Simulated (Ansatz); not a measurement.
C2H2O (ethynol): the vertical ionisation energy from total energies

C2H2O has 5 atoms, charge 0, and is taken as a singlet. SMILES: `C#CO`. The shape is that of a PBE0-D4/def2-TZVP optimisation.

Both states at this one shape; open shells run unrestricted unless said. 1 Eh = 27.2114 eV.

| level | program | singlet C2H2O (Eh) | doublet C2H2O+ (Eh) |
| --- | --- | --- | --- |
| HF/STO-3G | Ansatz | -149.685889 | -149.421644 |
| BHLYP/STO-3G | Ansatz | -150.437999 | -150.139272 |
| BCCD(T)/STO-3G, 3 core orbitals frozen | Ansatz | -149.891589 | -149.620174 |
| CCSD(T)/STO-3G, 3 core orbitals frozen | Ansatz | -149.891569 | -149.620269 |

Problem. Work out the vertical ionisation energy at each level.

Solution. 
1. HF/STO-3G: -149.421644 − (-149.685889) = 0.264245 Eh = 7.19 eV.
2. BHLYP/STO-3G: -150.139272 − (-150.437999) = 0.298727 Eh = 8.13 eV.
3. BCCD(T)/STO-3G: -149.620174 − (-149.891589) = 0.271415 Eh = 7.39 eV.
4. CCSD(T)/STO-3G: -149.620269 − (-149.891569) = 0.271300 Eh = 7.38 eV.

No measured value is set beside it here; the levels span 7.19 to 8.13 eV. Hartree–Fock favours the state with fewer electron pairs, since it lacks pair correlation. Minimal sets are far from the basis-set limit. The second state is spin-contaminated at HF/STO-3G (⟨S²⟩ = 0.89). The second state is spin-contaminated at BCCD(T)/STO-3G (⟨S²⟩ = 0.89). The second state is spin-contaminated at CCSD(T)/STO-3G (⟨S²⟩ = 0.89).
